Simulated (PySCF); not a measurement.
# Electric properties by functional and basis

Ozone, O3.
Numbering: `[O:1]=[O+:2][O-:3]`

PySCF, dipoles from the SCF density, polarisabilities from static response with core orbitals frozen. Geometry: PBE0-D3(BJ)/def2-SVP; no solvent, vibrations or thermal averaging.

Reference dipole: 0.530 D (measured, gas; NIST CCCBDB Release 22 (SRD 101), experimental dipoles). Reference dipole: 0.567 D (computed, CCSD(T)/CBS, all electrons, equilibrium geometry, gas; Hait, Head-Gordon, J. Chem. Theory Comput. 14 (2018) 1969). Reference polarisability: 3.079 Å³ (measured, gas; NIST CCCBDB Release 22 (SRD 101), experimental polarizabilities). Reference polarisability: 2.819 Å³ (computed, CCSD(T)/CBS, static electronic, isotropic average, equilibrium geometry, gas; Hait, Head-Gordon, Phys. Chem. Chem. Phys. 20 (2018) 19800). Errors are taken against the first value of each kind. The anisotropy is √(½[(α1 − α2)² + (α2 − α3)² + (α3 − α1)²]).

| level | μ (D) | error (%) | α (Å³) | error (%) | anisotropy (Å³) |
| --- | --- | --- | --- | --- | --- |
| LDA/def2-SVPD | 0.637 | +20.2 | 2.70 | -12.2 | 2.39 |
| PBE/def2-SVPD | 0.643 | +21.2 | 2.72 | -11.7 | 2.43 |
| B3LYP/def2-SVPD | 0.667 | +25.9 | 2.68 | -12.8 | 2.55 |
| PBE0/def2-SVPD | 0.673 | +27.0 | 2.66 | -13.5 | 2.56 |
| BHandHLYP/def2-SVPD | 0.709 | +33.8 | 2.69 | -12.8 | 2.81 |
| CAM-B3LYP/def2-SVPD | 0.691 | +30.5 | 2.70 | -12.2 | 2.64 |
| wB97X-D/def2-SVPD | 0.685 | +29.2 | 2.69 | -12.5 | 2.60 |
| LC-wPBE/def2-SVPD | 0.716 | +35.1 | 2.69 | -12.5 | 2.66 |
| PBE0/6-31G* | 0.640 | +20.8 | 1.86 | -39.7 | 2.58 |
| PBE0/def2-SVP | 0.653 | +23.2 | 1.80 | -41.6 | 2.64 |
| PBE0/6-31+G* | 0.718 | +35.5 | 2.41 | -21.7 | 2.76 |
| PBE0/aug-cc-pVDZ | 0.674 | +27.1 | 2.61 | -15.4 | 2.62 |
| PBE0/def2-TZVP | 0.697 | +31.5 | 2.25 | -27.0 | 2.75 |
| PBE0/def2-TZVPD | 0.681 | +28.4 | 2.71 | -11.9 | 2.58 |
| PBE0/aug-cc-pVTZ | 0.684 | +29.0 | 2.68 | -12.8 | 2.59 |

For the dipole, the smallest error is 20.2% (LDA/def2-SVPD) and the largest 35.5% (PBE0/6-31+G*). Even the closest misses by 20%. For the polarisability, the smallest error is 11.7% (PBE/def2-SVPD) and the largest 41.6% (PBE0/def2-SVP). Even the closest misses by 12%. The dipole runs from 0.64 D (LDA/def2-SVPD) to 0.72 D (PBE0/6-31+G*). In one basis (def2-SVPD) the functionals order the polarisability from PBE0 (lowest) to PBE (highest), a spread of 2%. With PBE0 the polarisability is 1.97 Å³ without diffuse functions (mean of 6-31G*, def2-SVP and def2-TZVP) and 2.61 Å³ with them (mean of 6-31+G*, def2-SVPD, aug-cc-pVDZ, def2-TZVPD and aug-cc-pVTZ). Measured values can belong to vibrating molecules; the computed ones are for one fixed geometry.
